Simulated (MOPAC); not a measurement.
MOPAC input (PM7):

```
PM7 1SCF CHARGE=-1 GEO-OK AUX(PRECISION=9) THREADS=1
C2H5O

C     1.12919533 1   -0.39406295 1   -0.00164990 1
C    -0.14143027 1    0.51242111 1   -0.00266185 1
O    -1.28208088 1   -0.15550863 1    0.00560815 1
H     0.02137937 1    1.21875287 1    0.88106336 1
H     0.01494044 1    1.20774330 1   -0.89622607 1
H     2.06517780 1    0.18990598 1   -0.00865831 1
H     1.11748454 1   -1.03576096 1    0.88706791 1
H     1.11107452 1   -1.04672109 1   -0.88224163 1
```

Question: What heat of formation does the run end on, and which ionisation energy by Koopmans theorem?

Answer: -42.00 kcal/mol; 2.03 eV.
